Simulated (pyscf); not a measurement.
## Substitution at O: HO–As(OH)–OH + H atom (H•) -> water (H₂O) + HO–As•–OH

Gas phase, doublet surface, charge 0. Bonds broken: O1–As2. Bonds formed: O1–H8. PySCF, gas phase, ωB97X-D3(BJ)/def2-SVP geometries.

Transition state (Å):

```xyz
8

O      0.1079     0.8149     0.8450
As     0.0438    -0.3167    -0.8137
O      0.4429    -1.7151     0.2053
O     -1.7151    -0.4829    -0.8756
H      0.3269     1.7223     0.5722
H      0.6158    -1.4251     1.1116
H     -2.0671    -0.8421    -0.0481
H     -0.1319     1.0880     2.1317
```

One imaginary mode, 1690i cm⁻¹; descent along it reached the two sides named, in the forms told below.

| bond | change | reactant side (Å) | saddle | product side |
|---|---|---|---|---|
| O1–As2 | breaks | 1.797 | 2.009 | 3.4 |
| O1–H8 | forms | 3.1 | 1.337 | 0.965 |

Electronic energies relative to the separated reactants (eV):

| level | barrier | reaction energy | reverse barrier |
|---|---|---|---|
| ωB97X-D3(BJ)/def2-TZVP | 0.80 | -1.11 | 1.91 |
| PBE/def2-TZVP | 0.26 | -1.18 | 1.44 |
| r²SCAN/def2-TZVP | 0.35 | -1.17 | 1.51 |
| B3LYP-D3(BJ)/def2-TZVP | 0.37 | -1.28 | 1.65 |
| PBE0-D3(BJ)/def2-TZVP | 0.52 | -1.16 | 1.68 |
| M06-2X/def2-TZVP | 0.73 | -1.14 | 1.86 |
| ωB97M-D3(BJ)/def2-TZVP | 0.69 | -1.20 | 1.90 |
| HF/def2-TZVP | 1.50 | -1.10 | 2.60 |

With ωB97M-D3(BJ)/def2-TZVP energies and thermal terms (ideal gas, 1 atm, RRHO with modes under 100 cm⁻¹ raised to 100, one conformer, R ln 2 for chiral ones without a mode under 150 cm⁻¹), in eV:

```csv
T (K),ΔH‡,ΔG‡,ΔH,ΔG
298,0.69,0.98,-1.02,-1.19
600,0.67,1.27,-1.08,-1.35
900,0.66,1.57,-1.14,-1.47
1200,0.64,1.88,-1.20,-1.56
```

On the product side the descent ends in a bound adduct, 0.43 eV under the separated species and 2.34 eV under the saddle at ωB97X-D3(BJ)/def2-TZVP. This is the saddle that the search found; another between the same sides may lie lower. The angle at the attacked O is 155°. Elements up to Kr have no core potential and no relativistic terms here.
